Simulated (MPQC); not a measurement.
**SO (sulfur oxide): an attempt with MPQC**

Wanted: the energy of SO (sulfur oxide).

Program for the calculation: MPQC 2.3.1.

3 further runs of the same task are left out: 2 that didn't finish, 1 set aside as unsound or not needed.

## Step 1: The system as given

The species is SO (2 atoms), meant as a triplet with charge 0. As SMILES, `O=S`. The bond length is the measured one.

Bond lengths: O1–S2 1.481 Å.

## Step 2: The input as written

File job.in:

```
molecule<Molecule>: (
  symmetry = auto
  unit = bohr
  { atoms geometry } = {
    O  [ 0.00000000   0.00000000   0.00000000 ]
    S  [ 0.00000000   0.00000000   2.79884880 ]
  }
)
basis<GaussianBasisSet>: (
  name = "3-21G*"
  molecule = $:molecule
  puream = yes
)
mpqc: (
  checkpoint = no
  savestate = no
  restart = no
  do_energy = yes
  do_gradient = no
  optimize = no
  mole<HSOSHF>: (
    molecule = $:molecule
    basis = $:basis
    total_charge = 0
    multiplicity = 3
    memory = 1000000000
    print_evals = yes
    print_npa = yes
    maxiter = 83
    guess_wavefunction<HSOSHF>: (
      molecule = $:molecule
      total_charge = 0
      multiplicity = 3
      memory = 1000000000
      value_accuracy = 1e-3
      basis<GaussianBasisSet>: (
        name = "MINI (Huzinaga)"
        molecule = $:molecule
      )
    )
  )
```

On the command line:

```
$ mpqc job.in > job.out
```

Output:

```text
IPV2::error: syntax error
error occurred at line number 42 (roughly)
in file "<string>"
```

Wall time 0.06 s (1 thread of Arm Neoverse V1, shared host).

## Step 3: What went wrong

The program refused the input.

The log says `error occurred at line number 42`. The fault: unbalanced parenthesis.
